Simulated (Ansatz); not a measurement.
A Si2W cell: a crystal with Si and W atoms exchanged, relaxed.

```
CELL_PARAMETERS angstrom
-0.09688 7.20174 0.06330
-6.25059 0.09688 0.12926
-0.15707 0.07693 7.74812
ATOMIC_POSITIONS crystal
Si 0.26168 0.28969 0.86088
W 0.23258 0.72536 0.82735
Si 0.50215 0.55523 0.33807
Si 0.73429 0.28949 0.83499
Si 0.49658 0.97927 0.33702
Si 0.77984 0.73807 0.82301
Si 0.98188 0.52395 0.34159
Si 0.96971 0.96666 0.30576
Si 0.23212 0.20958 0.16965
W 0.24249 0.79777 0.19237
Si 0.51047 0.55861 0.66736
Si 0.73979 0.25633 0.16834
Si 0.49906 0.97358 0.67835
Si 0.74717 0.75967 0.15942
W 0.01076 0.37918 0.64865
Si 0.00748 0.97838 0.65489
W 0.98806 0.49727 0.02822
W 0.97090 0.01635 0.97356
Si 0.20049 0.69896 0.50954
W 0.52062 0.52769 0.00819
Si 0.33955 0.26949 0.51621
W 0.52023 0.03498 0.99445
W 0.74607 0.77522 0.50146
Si 0.76787 0.19286 0.47709
```

Method: DFT r2SCAN, scalar-relativistic, plane waves, PAW in Ansatz 0.2.0.

Plane waves to 500 eV, a k mesh through Γ of 5×5×4 on the computed 24-atom cell and Gaussian smearing (0.10 eV); no spin polarisation.

Task: Describe its local order.

Result: Counting as bonded all pairs within 1.2 times the summed covalent radii:

```json
{"atom → neighbour": "Si → Si", "mean count": "3.12", "mean length (Å)": "2.55", "spread (Å)": "0.08"}
{"atom → neighbour": "Si → W", "mean count": "3.81", "mean length (Å)": "2.63", "spread (Å)": "0.16"}
{"atom → neighbour": "W → Si", "mean count": "7.62", "mean length (Å)": "2.63", "spread (Å)": "0.16"}
{"atom → neighbour": "W → W", "mean count": "5.00", "mean length (Å)": "3.10", "spread (Å)": "0.25"}
```

Angles between all pairs of such bonds at an atom (mean ± spread): 97 ± 33° at Si, 96 ± 35° at W.

Task: Does it have a gap?

Result: It has no gap on the mesh. Levels at Γ next to the Fermi level (eV from it): -0.94, -0.73, -0.60, -0.43, -0.28, -0.13, 0.17, 0.50, 0.68, 1.07, 1.25, 1.38. It lies 0.16 eV/atom above the elements' standard states (static lattices, no corrections for gases).

The final mesh leaves forces up to 0.36 eV/Å and stresses up to 0.6 GPa: the relaxation ran on a coarser mesh, so the cell's shape, its bonds and its energy belong partly to that mesh.

Spin-orbit coupling is left out, which matters for the bands of heavy elements.

This form isn't the usual stable structure of the compound.

Cost: 2 runs of about 14 core-minutes in all (earlier runs that led there not counted), on Intel Xeon 6975P-C (Granite Rapids) (shared hosts).